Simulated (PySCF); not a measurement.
Structure problem from calculated spectra and properties.

Elements present: C, F and H. Monoisotopic mass: 86.0532 u.

- UV, strongest line: among the 10 lowest singlet transitions: S9 at 8.58 eV (144 nm, f = 0.105) [TDDFT B3LYP/def2-SVPD]
- Rotational structure: rotational constants A, B, C: 4.849, 2.765, 2.695 GHz [PBE0-D3(BJ)/def2-SVP]
- Valence photoelectron: vertical ionisation energy: 10.35 eV [ΔSCF B3LYP/def2-SVPD]
- Couplings: largest of the computed one-bond spin–spin couplings (means over like bonds): 13C–1H +273.8, 19F–13C -223.0, 13C–13C +195.9, 13C–1H +136.1 (×6), 13C–13C +83.9, 13C–13C +41.7 (×2) Hz [B3LYP/pcJ-1, spin–dipole term left out for some pairs]
- UV, first state: lowest singlet excitation: 6.27 eV (198 nm, f = 0.000) [TDDFT B3LYP/def2-SVPD]
- Dipole: 1.95 D [B3LYP/def2-SVPD]
- NMR, other nuclei: isotropic shieldings of nuclei other than C and H, by class: 340 (1 F) ppm [GIAO PBE0/pcSseg-1]
- 13C NMR: chemical shifts (computed TMS as zero) by class: 88.0 (1 C), 85.0 (1 C), 80.2 (1 C), 30.9 (2 C) ppm [GIAO PBE0/pcSseg-1]

The electronic properties come from PySCF, for the isolated species, density fitting. Levels stand in brackets. Geometry: PBE0-D3(BJ)/def2-SVP; no solvent, vibrations or thermal averaging. NMR values are class means; diastereotopic atoms form classes of their own.

Q: Which formula fits the mass and the elements?

A: C5H7F (calculated 86.0532). No other formula that holds each of these elements comes within 0.0003 u with a fitting electron parity and a possible valence count.

Q: What is the compound? Reason from the data.

A: Numbering: `[CH:1]#[C:2][C:3]([CH3:4])([CH3:5])[F:6]`. Its formula, C5H7F, gives 2 degrees of unsaturation: 0 rings and 2 π bonds in the structure found. 5 carbons fall into 4 classes; from least to most shielded: alkyne carbon [C2] (88.0 ppm), sp3 C–F carbon [C3] (85.0 ppm), terminal alkyne carbon [C1] (80.2 ppm), methyl carbon [C4/C5] (30.9 ppm, 2 C). The other shieldings belong to: 340 ppm, alkyl fluorine [F6]. The couplings run between: +273.8 Hz, terminal alkyne carbon [C1] and its hydrogen; -223.0 Hz, alkyl fluorine [F6] and sp3 C–F carbon [C3]; +195.9 Hz, terminal alkyne carbon [C1] and alkyne carbon [C2]; +136.1 Hz, methyl carbon [C4] and its hydrogen (with 5 like pairs); +83.9 Hz, alkyne carbon [C2] and sp3 C–F carbon [C3]; +41.7 Hz, sp3 C–F carbon [C3] and methyl carbon [C4] (with 1 like pair). The first electron is taken from the HOMO, whose largest Löwdin shares are 0.41 on the terminal alkyne carbon, 0.38 on the alkyne carbon, 0.05 on the sp3 C–F carbon and 0.04 on the alkyne hydrogen. The optimised geometry has point group Cs and is an asymmetric top. Structure: HC≡CCF(CH3)2, `C#CC(C)(C)F`. Computed isomers that give other values at the same levels: `C=CC(=C)CF` (13C chemical shifts (computed TMS as zero) by class: 148.9 (1 C), 144.2 (1 C), 123.6 (1 C), 118.4 (1 C), 82.7 (1 C) ppm); `F[C@H]1C=CCC1` (rotational constant A: 6.098 GHz; this holds for the one conformer computed); `C=C/C=C(\C)F` (rotational constant A: 8.411 GHz; this holds for the one conformer computed). The assignments are read from this structure; whether some other isomer fits the data as well wasn't checked.
